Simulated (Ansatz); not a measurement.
A made-up structure of SiH₃O, doublet:

| atom | x (Å) | y (Å) | z (Å) |
| --- | --- | --- | --- |
| O1 | -1.3944 | 0.3513 | 0.7195 |
| Si2 | 0.0271 | -0.0479 | -0.0329 |
| H3 | -0.1450 | -0.2650 | -1.4922 |
| H4 | -1.9301 | 0.9557 | 1.2568 |
| H5 | 0.8268 | 1.1882 | 0.2193 |

It is relaxed with PBE-D4/def2-SVP and then PBE0-D4/def2-TZVP (Ansatz 0.2.0). Atoms count as bonded within 1.22 times the sum of their covalent radii (H–H: 0.88 Å). The end point is not checked to be a true minimum.

**Question.** Does its bonding change? (A judgement: the text doesn't fix the answer.)

**Answer.** The calculation gives: No: no bond forms or breaks.

Where it ends: The first stage lowers the energy by 0.37 eV in 10 steps. It ends as SiH₃O ([OH][SiH2]):
```xyz
5
angstrom
O -1.5914 0.4317 0.4841
Si -0.0491 0.0499 0.0308
H -0.1367 -0.3329 -1.4039
H -1.7112 0.8169 1.3536
H 0.8727 1.2166 0.2060
```

Labels in which every atom is bracketed show which atoms are joined, not bond orders.

For scale, one of the runs: PBE0-D4/def2-TZVP relaxation, 86 basis functions, launched by `ansatz run in.yaml --threads 2 --pin off --events-out ev --progress --plain --max-ram 4352MiB`. The run took about 9 s on 2 CPU threads of an Arm Neoverse V2 (shared host).
